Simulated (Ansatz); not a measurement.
What a trial cell of Ga2I relaxes into

Level of theory: Ansatz 0.2.0, DFT PBE, scalar-relativistic, plane waves, PAW.

Ga2I was placed on the ThSi2 structure type (I4_1/amd, No. 141), with I in place of Th, Ga in place of Si, at a guessed volume.

Input of the last, converged step (default PAW datasets):

```yaml
crystal:
  lattice:
    - [-2.2039713765, 2.2039713765, 8.9037681505]
    - [2.2039713765, -2.2039713765, 8.9037681505]
    - [2.2039713765, 2.2039713765, -8.9037681505]
  atoms:
    - { symbol: Ga, position: [0.4258623156, 0.4258623156, 0.0] }
    - { symbol: Ga, position: [0.1758623156, 0.6758623156, 0.5] }
    - { symbol: Ga, position: [0.3241376844, 0.8241376844, 0.5] }
    - { symbol: Ga, position: [0.5741376844, 0.5741376844, 0.0] }
    - { symbol: I, position: [0.0, 0.0, 0.0] }
    - { symbol: I, position: [0.75, 0.25, 0.5] }
basis:
  ecutwfc: 420
kpoints:
  mp_grid: { grid: [12, 12, 12] }
hamiltonian:
  xc: pbe
scf:
  occupations: { method: gaussian, width: 0.1 }
output:
  forces: true
  stress: true
  eigenvalues: true
relax:
  adjacent_minimum: "off"
  f_tol: 0.01
  max_steps: 80
  cell: { stress_tol: 0.05 }
```

Launched as:

```bash
ansatz run input.yaml --threads 1 --pin off --max-ram 2560MiB --backend cpu --events-out ev --progress --plain --runs-dir out
```

The run took 87 s on 1 thread of Intel(R) Xeon(R) 6975P-C (Granite Rapids), with other jobs on the host, peak memory 1.2 GiB.

The program printed at the end:

```
SCF converged after 4 iterations
Free energy (F): -30158.129132 eV
Harris-Foulkes:  -30158.129132 eV  (|F-HF|=4.00e-11)
Internal energy: -30158.119955 eV  (E = F + TS)
E sigma→0 (E₀):  -30158.124543 eV
Entropy (-TS):   -0.009177 eV (-1.530 meV/atom)
Fermi energy:    7.332315 eV
--- Per-component energies (eV) ---
  E_band       = -1021.583468
  E_kinetic    = 830.790151
  E_local      = -11822.536355  (includes V_loc(G=0)·N_el)
  E_nonlocal   = 1501.108686
  E_hartree    = 5697.946047
  E_xc         = -531.875860
  E_vxc        = -486.480688  (∫ρ·V_xc dr)
  E_paw        = -17565.656704  (= ΣΔE_a)
  E_vpaw       = -2440.356401  (= ΣTr[D̂ρ^β])
  E_aug_tail   = -0.000509  (compensation charges beyond the density's cutoff)
  E_ewald      = -8267.895410
  E_smearing   = -0.009177  (= −TS)
  E_closure    =  0.000000  (closes the sum)
  Σ components = -30158.129132   (vs F -30158.129132, Δ=0.00e0)
--- Forces (eV/Å), atoms counted from 1 ---
  atom   1  Ga     0.00000000     0.00000000     0.00070317
  atom   2  Ga     0.00000000     0.00000000     0.00070317
  atom   3  Ga     0.00000000     0.00000000    -0.00070317
  atom   4  Ga     0.00000000     0.00000000    -0.00070317
  atom   5  I      0.00000000     0.00000000     0.00000000
  atom   6  I      0.00000000     0.00000000     0.00000000
  max |Σ_I F_I| component: 6.29e-18 eV/Å
--- Stress (GPa, compression-positive) ---
       -0.016680       0.000000       0.000000
        0.000000      -0.016680       0.000000
        0.000000       0.000000      -0.004480
  P = ⅓ Tr σ = -0.0126 GPa (-0.126 kbar)
--- Relaxed structure (1 steps of the walk, 1 accepted, 1 SCFs on fresh bases) ---
  F+E_penalty+E_count = -30158.12913158 eV   max|allowed force component| = 7.032e-4 eV/Å   (the final SCF, on the basis selected at the relaxed cell)
  cell:  # Å, volume = 172.9999 Å³
    - [-2.203971, 2.203971, 8.903768]
    - [2.203971, -2.203971, 8.903768]
    - [2.203971, 2.203971, -8.903768]
  atoms:
    - { symbol: Ga, position: [0.425862, 0.425862, 0.0] }
    - { symbol: Ga, position: [0.175862, 0.675862, 0.500000] }
    - { symbol: Ga, position: [0.324138, 0.824138, 0.500000] }
    - { symbol: Ga, position: [0.574138, 0.574138, 0.0] }
    - { symbol: I, position: [0.0, 0.0, 0.0] }
    - { symbol: I, position: [0.75, 0.25, 0.500000] }
```

Total energies depend on the potentials used, so only differences within one code and one set of settings carry meaning.

The result has space group I4_1/amd (No. 141). Around Ga lie 1 Ga at 2.64 Å and 2 Ga at 2.85 Å; I is coordinated by 8 Ga at 3.38 Å and 4 Ga at 3.83 Å.

Against the elements it lies at -0.04 eV/atom. Energies over the elements count from the elements' standard structures at the same level, with no empirical corrections.

The k mesh leaves about 4 meV/atom of noise in metals. Spin–orbit coupling is left out.

A structure relaxed within its symmetry needn't be a true minimum.